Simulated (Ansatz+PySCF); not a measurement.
A calculation with Ansatz (development build ahead of 0.2.0).

```yaml
crystal:
  periodic: [false, false, false]
  atoms:
    - { symbol: O, position_ang: [0.0, 0.8387, -0.71524] }
    - { symbol: H, position_ang: [0.0, 1.59467, -0.10968] }
    - { symbol: Cl, position_ang: [0.0, -0.48849, 0.34304] }
basis:
  gaussian: { orbitals: def2-SVP }
hamiltonian:
  xc: hf
scf:
  omitted_lower_state_checks: [stability, starts, atomic_configurations, cluster_reference, orbital_swaps, given_window_search, neighbouring_geometries, increment]
```

The input is written out in the form of the current development build from the run's settings.

The run gave:

```
Converged                                                          : yes
Total energy                                                       : -534.65435 hartree
Spin squared of the determinant                                    : 0.000
Occupied orbitals by symmetry in an Abelian subgroup (alpha; beta) : 10 A' 3 A''; 10 A' 3 A''
```
